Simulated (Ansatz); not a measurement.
AlH$_{6}$NSi, SMILES `[NH2][AlH][SiH3]`. The species carries charge 0 and has multiplicity 1. The structure was optimised at the PBE0-D4/def2-TZVP level. It is one conformer, not always the lowest.

```xyz
9

N     1.942   -0.152    0.354
Al    0.339   -0.885    0.212
Si   -1.538    0.583   -0.361
H     2.141    0.826    0.217
H     2.787   -0.651    0.583
H     0.231   -2.448    0.467
H    -2.195    0.164   -1.634
H    -1.112    2.002   -0.530
H    -2.595    0.561    0.693
```

(1) What is the dipole moment at ωB97M-V/def2-TZVPP? (Best estimate.)

(2) And with PBE, r2SCAN, B3LYP? (Best estimate.)

(3) Give the Mulliken charges with ωB97M-V, B3LYP, PBE in def2-TZVPP. (Estimate.)

Results:

(1) The calculation gave: 1.55 D, with components (1.52, 0.25, 0.21) D in this frame, pointing from negative to positive charge.

(2) Computed: PBE 1.63 D, r2SCAN 1.60 D, B3LYP 1.55 D.

(3) Computed: 
| atom | ωB97M-V | B3LYP | PBE |
| --- | --- | --- | --- |
| N1 | -0.37 | -0.41 | -0.39 |
| Al2 | 0.43 | 0.45 | 0.40 |
| Si3 | -0.08 | 0.03 | -0.04 |
| H4 | 0.11 | 0.13 | 0.15 |
| H5 | 0.11 | 0.13 | 0.14 |
| H6 | -0.12 | -0.15 | -0.12 |
| H7 | -0.03 | -0.06 | -0.04 |
| H8 | -0.03 | -0.07 | -0.05 |
| H9 | -0.03 | -0.06 | -0.04 |

B3LYP here is the variant with VWN-RPA as its local correlation; programs differ in this.
